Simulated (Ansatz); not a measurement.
# Si₂H₄ + H₂O: a complex and its separated parts

Aim: how far the complex at one end of a reaction step lies below its separated, relaxed parts, level by level.

Computed with Ansatz 0.2.0, Gaussian basis. Level: PBE0-D4/def2-TZVP structures, single points in def2-TZVPP, no counterpoise correction.

Levels: SPW92, PBE-D4, BLYP-D4, r2SCAN-D4, B97M-V, PBE0-D4, B3LYP-D4, r2SCAN0-D4, BHLYP-D4, CAM-B3LYP-D4, wB97X-V, wB97M-V, B2PLYP, PBE-QIDH, RPA on PBE, Hartree-Fock, MP2, CCSD, CCSD(T).

Cores are frozen in the correlated methods. B3LYP uses VWN-RPA correlation. B2PLYP carries no dispersion term here.

57 further runs of the same task are left out: 1 that didn't finish, 56 set aside as unsound or not needed.

## (1) The system as given

The complex: 9 atoms, charge 0, spin multiplicity 1.

Atoms are counted from 1 here; the program's logs count them from 0.

Bond lengths: Si1–H4 1.532 Å, Si1–Si5 2.382 Å, O2–H3 0.964 Å, O2–H6 0.969 Å, Si5–H7 1.491 Å, Si5–H8 1.513 Å, Si5–H9 1.491 Å. Angles: H4–Si1–Si5 87.3°, H3–O2–H6 108.5°, Si1–Si5–H7 113.8°, Si1–Si5–H8 106.9°, Si1–Si5–H9 116.8°, H7–Si5–H8 106.4°, H7–Si5–H9 107.2°, H8–Si5–H9 104.9°.

Coordinates:

| atom | x (Å) | y (Å) | z (Å) |
| --- | --- | --- | --- |
| Si1 | -1.1737 | -0.7674 | -0.6650 |
| O2 | 0.4989 | -1.6623 | 0.1416 |
| H3 | 0.2819 | -2.4785 | 0.6055 |
| H4 | -1.6737 | -0.5162 | 0.7607 |
| Si5 | 0.0397 | 1.2737 | -0.4798 |
| H6 | 0.9294 | -1.0588 | 0.7650 |
| H7 | -0.7953 | 2.4340 | -0.0555 |
| H8 | 1.0750 | 1.0721 | 0.6049 |
| H9 | 0.8177 | 1.7035 | -1.6775 |

Its parts: Si₂H₄ holds atoms 1, 4, 5, 7, 8, 9; H₂O holds atoms 2, 3, 6. Each part counts its atoms afresh in its own runs.

## (2) Relaxing Si₂H₄ alone

Contents of relax-a/in.yaml:

```yaml
crystal:
  periodic: [false, false, false]
  atoms:
    - {symbol: Si, position_ang: [-1.173655, -0.767384, -0.664974]}
    - {symbol: H, position_ang: [-1.673719, -0.516228, 0.760728]}
    - {symbol: Si, position_ang: [0.039742, 1.273657, -0.479835]}
    - {symbol: H, position_ang: [-0.795314, 2.434006, -0.055515]}
    - {symbol: H, position_ang: [1.075000, 1.072097, 0.604915]}
    - {symbol: H, position_ang: [0.817705, 1.703489, -1.677500]}
basis:
  gaussian: {orbitals: def2-TZVP}
hamiltonian: {xc: pbe0, dispersion: d4}
relax: {f_tol: 0.005, max_steps: 200}
```

On the command line:

```
> ansatz run in.yaml --threads 2 --pin off --events-out ev --progress --plain --max-ram 4352MiB
```

Further steps of the session: Relaxing H₂O alone; SPW92/def2-TZVPP; PBE-D4/def2-TZVPP; BLYP-D4/def2-TZVPP; r2SCAN-D4/def2-TZVPP; B97M-V/def2-TZVPP; PBE0-D4/def2-TZVPP; B3LYP-D4/def2-TZVPP; r2SCAN0-D4/def2-TZVPP; BHLYP-D4/def2-TZVPP; CAM-B3LYP-D4/def2-TZVPP; wB97X-V/def2-TZVPP; wB97M-V/def2-TZVPP; B2PLYP/def2-TZVPP; PBE-QIDH/def2-TZVPP; RPA on PBE/def2-TZVPP; CCSD(T)/def2-TZVPP; Vibrations of Si₂H₄; Vibrations of H₂O.

Q: Predict the outcome of this session. Wanted: complex less parts, CCSD(T)/def2-TZVPP; with zero-point energy; largest T1 diagnostic.

As calculated:

```
                              quantity         value
complex less parts, CCSD(T)/def2-TZVPP  -70.6 kJ/mol
                with zero-point energy  -55.8 kJ/mol
                 largest T1 diagnostic         0.015
```

What this shows: At CCSD(T) the complex lies 70.6 kJ/mol below its parts. B2PLYP is the best functional here (-0.5 kJ/mol from CCSD(T)); SPW92 is the worst (-48.7 kJ/mol). Mean unsigned error by rung: LDA 48.7, GGA 10.1, meta-GGA 15.4, hybrid 11.0, range-separated hybrid 11.4, double hybrid 6.4 kJ/mol. PBE-D4 gives a relative energy 17.2 kJ/mol too low, outside chemical accuracy (1 kcal/mol, 4.2 kJ/mol). No counterpoise was applied, and triple zeta lacks some correlation, so the CCSD(T) reference has a basis error of its own, and close matches with it are partly luck. The restricted Hartree–Fock reference is unstable towards an unrestricted one at one or more of these structures.
